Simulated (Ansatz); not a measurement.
System: rock-salt HfN. Method: PBE in Ansatz (plane waves, PAW).

Run with plane-wave cutoff 520 eV, 22×22×22 k mesh, Fermi–Dirac smearing 0.05 eV, scalar-relativistic PAW data made under PBE.

Computed at the level's own relaxed cell.

### Question
Estimate the volume per atom, bulk modulus B0, lattice parameter a and pressure derivative B′ of the bulk modulus that the calculation returns.

### Answer

volume per atom: 11.76 Å³/atom
bulk modulus B0: 263 GPa
lattice parameter a: 4.547 Å
pressure derivative B′ of the bulk modulus: 4.3

The run finds no gap.

Measured, for comparison: equilibrium volume per atom 11.57 Å³/atom, lattice constant a 4.524 Å (room temperature, not corrected to a static lattice; as tabulated in Seo, Lee, Wen, Petrov, Greene, Gall, J. Appl. Phys. 96, 878 (2004)); bulk modulus 260 GPa (room temperature, not corrected to a static lattice, our sources range from 260 to 306; as tabulated in Synthesis of Binary Transition Metal Nitrides, Carbides and Borides from the …). Computed (rounded) less measured: equilibrium volume per atom +1.6 %, bulk modulus not scored (sources differ), lattice constant a +0.5 %.

Spin–orbit coupling is not included.

The computed numbers hold no vibrational or temperature effects.

The result took roughly 100 core-seconds.

Ansatz is a first-principles code.
